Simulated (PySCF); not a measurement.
One molecule, many functionals

C5H11N.
Bonds: C1–C2 (double), C2–N3, N3–C4, N3–C5, C5–C6. Hydrogens: H7, H8 on C1; H9 on C2; H10, H11, H12 on C4; H13, H14 on C5; H15, H16, H17 on C6.

Linear-response calculations in the def2-SVPD basis (PySCF; singlets by full response, triplets Tamm–Dancoff, core orbitals frozen in the response; HF means time-dependent Hartree–Fock). 'Strongest' is the level of largest summed f among the singlets computed (10 roots, of which the last may lack a degenerate partner); it can jump between rows when another state enters that window. S1 is the lowest singlet of each run and needn't be the same state throughout; f(S1) is that of one state. One conformer (not necessarily the lowest) at the PBE0-D3(BJ)/def2-SVP geometry, without solvent, vibrations or thermal averaging.

```json
{"functional": "LDA", "kind": "LDA", "S1 (eV)": "4.51", "f(S1)": "0.014", "strongest (eV)": "5.77", "T1 (eV)": "4.03", "HOMO (eV)": "-4.62", "gap (eV)": "4.44", "ionisation energy, ΔSCF (eV)": "7.62"}
{"functional": "PBE", "kind": "GGA", "S1 (eV)": "4.45", "f(S1)": "0.014", "strongest (eV)": "5.83", "T1 (eV)": "3.93", "HOMO (eV)": "-4.46", "gap (eV)": "4.43", "ionisation energy, ΔSCF (eV)": "7.39"}
{"functional": "B3LYP", "kind": "global hybrid, 20% exact exchange", "S1 (eV)": "4.91", "f(S1)": "0.017", "strongest (eV)": "6.06", "T1 (eV)": "3.97", "HOMO (eV)": "-5.36", "gap (eV)": "5.73", "ionisation energy, ΔSCF (eV)": "7.47"}
{"functional": "PBE0", "kind": "global hybrid, 25% exact exchange", "S1 (eV)": "5.17", "f(S1)": "0.019", "strongest (eV)": "6.19", "T1 (eV)": "3.94", "HOMO (eV)": "-5.55", "gap (eV)": "6.21", "ionisation energy, ΔSCF (eV)": "7.42"}
{"functional": "BHandHLYP", "kind": "global hybrid, 50% exact exchange", "S1 (eV)": "5.57", "f(S1)": "0.026", "strongest (eV)": "6.41", "T1 (eV)": "3.96", "HOMO (eV)": "-6.55", "gap (eV)": "7.69", "ionisation energy, ΔSCF (eV)": "7.31"}
{"functional": "CAM-B3LYP", "kind": "range-separated hybrid", "S1 (eV)": "5.42", "f(S1)": "0.024", "strongest (eV)": "6.24", "T1 (eV)": "3.96", "HOMO (eV)": "-6.83", "gap (eV)": "8.12", "ionisation energy, ΔSCF (eV)": "7.52"}
{"functional": "wB97X-D", "kind": "range-separated hybrid", "S1 (eV)": "5.70", "f(S1)": "0.033", "strongest (eV)": "6.10", "T1 (eV)": "4.07", "HOMO (eV)": "-7.35", "gap (eV)": "9.64", "ionisation energy, ΔSCF (eV)": "7.48"}
{"functional": "LC-wPBE", "kind": "range-separated hybrid", "S1 (eV)": "6.16", "f(S1)": "0.039", "strongest (eV)": "6.26", "T1 (eV)": "3.87", "HOMO (eV)": "-8.09", "gap (eV)": "10.48", "ionisation energy, ΔSCF (eV)": "7.56"}
```

What does HF (Hartree–Fock) give?

S1 (eV) 6.30, f(S1) 0.053, strongest (eV) 6.66, T1 (eV) 3.71, HOMO (eV) -8.06, gap (eV) 10.72, ionisation energy, ΔSCF (eV) not settled. S1 runs from 4.45 eV (PBE) to 6.30 eV (HF), a spread of 1.85 eV, while the orbital gap spreads over 6.3 eV. Along PBE (0%), B3LYP (20%), PBE0 (25%), BHandHLYP (50%), HF (100%) S1 rises with the share of exact exchange. −ε(HOMO) comes closest to its own ΔSCF ionisation energy with wB97X-D (-0.13 eV) and misses most with LDA (-3.00 eV). 'Not settled' means that the ion's SCF failed to converge or may have ended in another state than the lowest.
